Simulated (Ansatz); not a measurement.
Ansatz (a program for electronic structure) input (B3LYP/6-31G*):

Ansatz 0.2 input:
```yaml
crystal:
  periodic: [false, false, false]
  atoms:
    - {symbol: C, position_ang: [-0.00009993, -0.00095442, 0.31517980]}
    - {symbol: C, position_ang: [-0.01085219, -0.76561157, -0.93063144]}
    - {symbol: C, position_ang: [0.01144086, 0.77123367, -0.92597056]}
    - {symbol: C, position_ang: [-0.00051703, -0.00493794, 1.63067274]}
    - {symbol: H, position_ang: [-0.92882004, -1.25538122, -1.23503907]}
    - {symbol: H, position_ang: [0.89268877, -1.28180502, -1.23454154]}
    - {symbol: H, position_ang: [0.92960062, 1.26283615, -1.22682425]}
    - {symbol: H, position_ang: [-0.89190819, 1.28925995, -1.22732177]}
    - {symbol: H, position_ang: [-0.01412041, -0.93212254, 2.19130493]}
    - {symbol: H, position_ang: [0.01272905, 0.91883428, 2.19691844]}
basis:
  gaussian:
    orbitals: 6-31G*
hamiltonian:
  xc: {name: B3LYP}
relax: {f_tol: 0.003, max_steps: 120}
```

From the last part of the output:

```
mean field -4243.95948656 eV, -155.9626344719 hartree, gradient 1.4e-5 eV, S^2 0.000000; 0 other end points of the search recorded, 0 dependent functions left out
the calculation of the forces begins
reference -4243.95966286 eV, -155.9626409508 hartree; 15, 15 occupied and 57, 57 virtual orbitals, 861 factors
relax step   4: F+E_penalty+E_count = -4243.95948656 eV  Δ(F+E_penalty+E_count) = -1.008e-5 eV  max|allowed force component| = 7.182e-3 eV/Å  Δτ_max = 0.0004 Å  (19 SCF iters, accepted)
these checks for a lower state are left out or cut short: starts, cluster_reference, orbital_swaps, neighbouring_geometries, increment
integrals: 0.03 GiB planned
861 factors; integrals over basis functions are off by at most 4.2e-4 eV
mean field: 0.22 GiB planned
mean field -4243.95948831 eV, -155.9626345364 hartree, gradient 2.6e-5 eV, S^2 0.000000; 0 other end points of the search recorded, 0 dependent functions left out
the calculation of the forces begins
reference -4243.95966461 eV, -155.9626410153 hartree; 15, 15 occupied and 57, 57 virtual orbitals, 861 factors
relax step   5: F+E_penalty+E_count = -4243.95948831 eV  Δ(F+E_penalty+E_count) = -1.754e-6 eV  max|allowed force component| = 7.920e-4 eV/Å  Δτ_max = 0.0002 Å  (18 SCF iters, accepted)
integrals: 0.03 GiB planned
861 factors; integrals over basis functions are off by at most 4.2e-4 eV
mean field: 0.22 GiB planned
mean field -4243.95948831 eV, -155.9626345364 hartree, gradient 2.6e-5 eV, S^2 0.000000; 1 other end points of the search recorded, 0 dependent functions left out
the calculation of the forces begins
reference -4243.95966461 eV, -155.9626410153 hartree; 15, 15 occupied and 57, 57 virtual orbitals, 861 factors
Total energy: -4243.95966461 eV, -155.9626410153 hartree
Atom 0 at    -0.000101    -0.000965     0.318783 Å, force    -0.000000    -0.000002     0.000792 eV/Å
Atom 1 at    -0.010869    -0.766848    -0.935844 Å, force    -0.000005    -0.000315     0.000379 eV/Å
Atom 2 at     0.011461     0.772501    -0.931175 Å, force     0.000004     0.000313     0.000380 eV/Å
Atom 3 at    -0.000520    -0.004969     1.641071 Å, force    -0.000000    -0.000002     0.000710 eV/Å
Atom 4 at    -0.930601    -1.262474    -1.244031 Å, force     0.000060    -0.000034    -0.000287 eV/Å
Atom 5 at     0.894268    -1.288946    -1.243532 Å, force    -0.000061    -0.000032    -0.000287 eV/Å
Atom 6 at     0.931388     1.269983    -1.235772 Å, force    -0.000060     0.000035    -0.000287 eV/Å
Atom 7 at    -0.893482     1.296456    -1.236270 Å, force     0.000061     0.000034    -0.000287 eV/Å
Atom 8 at    -0.014147    -0.933637     2.207448 Å, force     0.000001     0.000069    -0.000555 eV/Å
Atom 9 at     0.012745     0.920251     2.213071 Å, force    -0.000001    -0.000065    -0.000556 eV/Å
Dipole moment:     0.000027     0.000259    -0.085438 e Å
```
